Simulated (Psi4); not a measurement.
**F2 (fluorine): M06-L/pcseg-3 (sweep point 4)**

Aim: the vertical singlet–triplet gap of F2 (fluorine) at M06-L/pcseg-3 (sweep point 4), from 2 runs. The job is set up through a Python script.

Program for the calculation: Psi4 1.11.

## 1. Starting point

The species is F2 (2 atoms), meant as a singlet with charge 0. As SMILES, `FF`. The coordinates come from a PBE0-D4/def2-TZVP relaxation.

Bond lengths: F1–F2 1.376 Å.

## 2. The energy at M06-L/pcseg-3 (sweep point 4)

calc.py

```python
import psi4

psi4.set_memory('1600 MB')
psi4.set_num_threads(1)
psi4.set_output_file('run.log', False)

m = psi4.geometry("""
0 1
F     -0.583900     0.212400    -0.295000
F      0.583900    -0.212400     0.295000
symmetry c1
""")

psi4.set_options({
    'reference': 'rks',
    'puream': True,
    'scf_type': 'pk',
    'dft_radial_points': 99,
    'dft_spherical_points': 590,
})

result, w = psi4.energy('m06-l/pcseg-3', molecule=m, return_wfn=True)
print(f'm06-l/pcseg-3 energy: {result:.10f} Eh')
```

Command:

```sh
$ python calc.py
```

run.log (excerpt; [...] marks lines left out):

```text
[...]
  Running in c1 symmetry.
[...]
  Nuclear repulsion =   31.159450748216873
[...]
  Multiplicity = 1
[...]
  Nalpha       = 9
  Nbeta        = 9
[...]
    Number of basis functions: 120
[...]
   @RKS iter   1:  -199.56401541077108   -2.33225e-01   1.77623e-03 DIIS/ADIIS
[...]
   @RKS iter   6:  -199.57311004398355   -2.39468e-08   2.19193e-07 DIIS
[...]
    Orbital Energies [Eh]
    ---------------------
    Doubly Occupied:
       1A    -24.599597     2A    -24.599592     3A     -1.326007
       4A     -1.070313     5A     -0.572244     6A     -0.492300
       7A     -0.492300     8A     -0.354136     9A     -0.354136
[...]
  @RKS Final Energy:  -199.57311004398355
   => Energetics <=
    Nuclear Repulsion Energy =             31.1594507482168730
    One-Electron Energy =                -340.3481572800270669
    Two-Electron Energy =                 130.3845023561724759
    DFT Exchange-Correlation Energy =     -20.7689058683458683
    Empirical Dispersion Energy =           0.0000000000000000
    VV10 Nonlocal Energy =                  0.0000000000000000
    Total Energy =                       -199.5731100439835473
[...]
 Multipole Moments:
 ------------------------------------------------------------------------------------
     Multipole            Electronic (a.u.)      Nuclear  (a.u.)        Total (a.u.)
 ------------------------------------------------------------------------------------
 L = 1.  Multiply by 2.5417464519 to convert [e a0] to [Debye]
 Dipole X            :          0.0000000            0.0000000            0.0000000
 Dipole Y            :         -0.0000000            0.0000000           -0.0000000
 Dipole Z            :          0.0000000            0.0000000            0.0000000
 Magnitude           :                                                    0.0000000
[...]
```

The script printed:

```text
m06-l/pcseg-3 energy: -199.5731100440 Eh
```

Wall time 8.7 s (1 thread of Intel Xeon 6975P-C (Granite Rapids), shared host); peak memory 0.75 GiB.

## 3. The triplet

job.py

```python
import psi4

psi4.set_memory('1600 MB')
psi4.set_num_threads(1)
psi4.set_output_file('psi4.out', False)

geom = psi4.geometry("""
0 3
F     -0.583900     0.212400    -0.295000
F      0.583900    -0.212400     0.295000
symmetry c1
""")

psi4.set_options({
    'basis': 'pcseg-3',
    'reference': 'uks',
    'puream': True,
    'scf_type': 'pk',
    'dft_radial_points': 99,
    'dft_spherical_points': 590,
    'maxiter': 150,
})

e = psi4.energy("m06-l", molecule=geom)
print('E =', round(e, 9))
```

Command:

```sh
$ python job.py
```

psi4.out (excerpt; [...] marks lines left out):

```text
[...]
  Running in c1 symmetry.
[...]
  Nuclear repulsion =   31.159450748216873
[...]
  Multiplicity = 3
[...]
  Nalpha       = 10
  Nbeta        = 8
[...]
    Number of basis functions: 120
[...]
   @UKS iter   1:  -199.43314070206247   -1.02350e-01   1.88783e-03 ADIIS/DIIS
[...]
   @UKS iter   6:  -199.44787870115334   -4.35337e-07   8.06518e-07 DIIS
[...]
   @S^2 Observed:                2.010143022E+00
[...]
    Orbital Energies [Eh]
    ---------------------
    Alpha Occupied:
       1A    -24.584211     2A    -24.584205     3A     -1.355929
       4A     -1.121215     5A     -0.606046     6A     -0.546336
       7A     -0.501851     8A     -0.417121     9A     -0.368941
      10A     -0.220632
    Alpha Virtual:
      11A      0.184180    12A      0.184414    13A      0.193897
      14A      0.263570    15A      0.266598    16A      0.274468
      17A      0.433392    18A      0.713155    19A      0.713334
      20A      0.836585    21A      0.849792    22A      0.859481
      23A      0.949442    24A      0.956084    25A      0.962202
[...]
  @UKS Final Energy:  -199.44787870115334
   => Energetics <=
    Nuclear Repulsion Energy =             31.1594507482168730
    One-Electron Energy =                -340.4273885150003593
    Two-Electron Energy =                 130.6501999334550987
    DFT Exchange-Correlation Energy =     -20.8301408678249942
    Empirical Dispersion Energy =           0.0000000000000000
    VV10 Nonlocal Energy =                  0.0000000000000000
    Total Energy =                       -199.4478787011533427
[...]
 Multipole Moments:
 ------------------------------------------------------------------------------------
     Multipole            Electronic (a.u.)      Nuclear  (a.u.)        Total (a.u.)
 ------------------------------------------------------------------------------------
 L = 1.  Multiply by 2.5417464519 to convert [e a0] to [Debye]
 Dipole X            :          0.0000000            0.0000000            0.0000000
 Dipole Y            :         -0.0000000            0.0000000           -0.0000000
 Dipole Z            :         -0.0000000            0.0000000           -0.0000000
 Magnitude           :                                                    0.0000000
[...]
```

On the terminal:

```text
E = -199.447878701
```

Run time: 11 s. Hardware: 1 thread of Intel Xeon 6975P-C (Granite Rapids), shared host; peak memory 0.75 GiB.

## 4. Summary of results

At M06-L/pcseg-3 (sweep point 4):

```
                                        quantity          value
                           singlet: total energy  -199.57311 Eh
                          singlet: dipole moment         0.00 D
                            singlet: HOMO energy       -9.64 eV
                            singlet: LUMO energy       -4.40 eV
                          singlet: HOMO–LUMO gap        5.23 eV
                           triplet: total energy  -199.44788 Eh
                          triplet: dipole moment         0.00 D
     triplet: HOMO energy (highest over α and β)       -6.00 eV
                                   triplet: ⟨S²⟩          2.010
vertical energy of the triplet above the singlet       3.408 eV
```

**Reading.** At this shape the triplet lies 3.41 eV (329 kJ/mol) above the singlet.
